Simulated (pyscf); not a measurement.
`[SiH3][O][SiH3]` + `[H]` [doublet] → `[SiH2][O][SiH3]` [doublet] + `[H][H]` (hydrogen abstraction; doublet surface; H–Si broken, H–H formed). PySCF, gas phase, ωB97X-D3(BJ)/def2-SVP geometries. Energies in kJ/mol from the separated reactants.

```csv
level,barrier,reaction energy
ωB97X-D3(BJ)/def2-TZVP,___,-42.0
PBE/def2-TZVP,-0.5,-56.7
PBE0-D3(BJ)/def2-TZVP,___,___
M06-2X/def2-TZVP,24.5,-52.8
ωB97M-D3(BJ)/def2-TZVP,21.1,-42.0
HF/def2-TZVP,60.0,-20.6
```

Problem. Some entries are withheld; supply them.

Solution. 
- ωB97X-D3(BJ)/def2-TZVP, barrier: 20.8
- PBE0-D3(BJ)/def2-TZVP, barrier: 7.9
- PBE0-D3(BJ)/def2-TZVP, reaction energy: -48.1

One saddle was located; it need not be the lowest between these sides. The angle at the transferred H is 177°.
